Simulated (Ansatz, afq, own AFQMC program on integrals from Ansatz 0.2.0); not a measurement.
## Breaking Si1–H5 in Si2NH7, singlet

| atom | x (Å) | y (Å) | z (Å) |
| --- | --- | --- | --- |
| Si | -1.0537 | 0.7692 | -0.8900 |
| N | 0.1153 | 0.4978 | 0.3719 |
| Si | 1.0087 | -0.9444 | 0.7646 |
| H | -1.3959 | -0.5592 | -1.4766 |
| H | -0.5400 | 1.6591 | -1.9804 |
| H | -2.2906 | 1.4132 | -0.3463 |
| H | 0.3571 | 1.3195 | 0.9215 |
| H | 0.4172 | -2.0657 | -0.0220 |
| H | 0.9164 | -1.2515 | 2.2266 |
| H | 2.4654 | -0.8380 | 0.4308 |

Products: Si$_{2}$NH$_{6}$ (doublet; SiH2–NH–SiH3) and H (doublet), each relaxed with PBE0/def2-SVP like the molecule; electronic energies without zero-point terms. Determinants: RHF, UHF and UHF in that order.

Basis def2-TZVP. Noble-gas cores (and the filled d shells of Ga–Kr and In–Xe) are frozen. Integrals, coupled cluster, full CI and functionals: Ansatz 0.2.0; the random walks run on the same integrals in our own AFQMC program. The CISD trial takes its coefficients from CCSD amplitudes. Released means that phaseless walkers are propagated on without the constraint, phases kept. Uncertainties: one standard error, sampling alone. The errors of all members are added in quadrature.

No full CI on the walks' own integrals is used here. The released AFQMC energy serves as the reference, which it does only where one determinant dominates, the energy is flat over the last release times and near the phaseless one (40 meV or 2 meV an electron, half that with transition metals). On small molecules, where full CI could be run and the noise was under 10 meV, such values lay within 10 meV of it in 19 cases of 20, a flattering rate, since the rule was set on those same cases; what remains of the bias isn't in the error bar. Each member takes its own surest rung, up to full CI.

The best estimate is CCSD(T) at the basis-set limit (CBS: def2-TZVPP and def2-QZVPP, with their diffuse functions for anions and beside diffuse sets, CCSD(T) itself extrapolated) plus the step from CCSD(T) to AFQMC with the constraint released in def2-TZVP. Rows without CBS are in def2-TZVP; B2PLYP and the wave-function rows carry a basis error of their own. Core correlation and relativity beyond core potentials are missing, and ± holds the sampling alone.

Cautions: Si₂NH₇ (singlet): the released value is read at 1.50 1/Eh with a noise of 12 meV, more than in the cases checked (meV from the phaseless value at times in 1/Eh: -10 ± 6 at 0.24, -1 ± 8 at 0.51, 12 ± 9 at 0.99, 3 ± 12 at 1.50); Si₂NH₆ (doublet): the released value is read at 1.50 1/Eh with a noise of 14 meV, more than in the cases checked (meV from the phaseless value at times in 1/Eh: 4 ± 10 at 0.24, -8 ± 10 at 0.51, -10 ± 10 at 0.99, 2 ± 14 at 1.50).

Best estimate: 401.9 ± 1.8 kJ/mol.

```json
{"level": "HF", "bond energy (kJ/mol)": "320.9", "error against the best estimate (kJ/mol)": "-81.0 ± 1.8"}
{"level": "MP2", "bond energy (kJ/mol)": "379.9", "error against the best estimate (kJ/mol)": "-22.0 ± 1.8"}
{"level": "CCSD", "bond energy (kJ/mol)": "390.4", "error against the best estimate (kJ/mol)": "-11.5 ± 1.8"}
{"level": "CCSD(T)", "bond energy (kJ/mol)": "389.7", "error against the best estimate (kJ/mol)": "-12.2 ± 1.8"}
{"level": "ph-AFQMC/CISD", "bond energy (kJ/mol)": "388.9 ± 1.2", "error against the best estimate (kJ/mol)": "-13.0 ± 2.2"}
{"level": "released AFQMC", "bond energy (kJ/mol)": "388.8 ± 1.8", "error against the best estimate (kJ/mol)": "-13.1"}
{"level": "HF/CBS", "bond energy (kJ/mol)": "321.1", "error against the best estimate (kJ/mol)": "-80.8 ± 1.8"}
{"level": "MP2/CBS", "bond energy (kJ/mol)": "395.7", "error against the best estimate (kJ/mol)": "-6.2 ± 1.8"}
{"level": "CCSD(T)/CBS", "bond energy (kJ/mol)": "402.8", "error against the best estimate (kJ/mol)": "0.9 ± 1.8"}
{"level": "PBE", "bond energy (kJ/mol)": "371.9", "error against the best estimate (kJ/mol)": "-30.0 ± 1.8"}
{"level": "r2SCAN", "bond energy (kJ/mol)": "379.6", "error against the best estimate (kJ/mol)": "-22.3 ± 1.8"}
{"level": "PBE0", "bond energy (kJ/mol)": "379.0", "error against the best estimate (kJ/mol)": "-22.9 ± 1.8"}
{"level": "B3LYP", "bond energy (kJ/mol)": "391.1", "error against the best estimate (kJ/mol)": "-10.8 ± 1.8"}
{"level": "wB97M-V", "bond energy (kJ/mol)": "402.6", "error against the best estimate (kJ/mol)": "0.7 ± 1.8"}
{"level": "B2PLYP", "bond energy (kJ/mol)": "390.5", "error against the best estimate (kJ/mol)": "-11.4 ± 1.8"}
```

Correlation beyond CCSD(T) changes it by less than twice the noise. Going to the basis-set limit adds 13.1 kJ/mol at CCSD(T). The perturbative (T) step is worth −0.7 kJ/mol. The functionals spread over 30.7 kJ/mol; wB97M-V comes nearest and PBE is 30.0 kJ/mol too low.

Best estimates are given only where the step beyond CCSD(T) is under 0.3 eV and no member's determinant is very poor (T1 over 0.05, or 0.07 for open shells, ⟨S²⟩ too high by 0.3, two states mixed), so the hardest cases are missing from such tables.

The functionals ran in a triple-zeta set and keep a basis error of their own, a few kJ/mol for each bond in atomization energies and more for double hybrids, so close places among them and the extrapolated levels can swap.

Each member of a difference takes its own highest rung, so a best estimate needn't equal the limit plus the step of one row. Released energies are given only where the last usable release times agree within the noise; a slower fall can still hide under it.
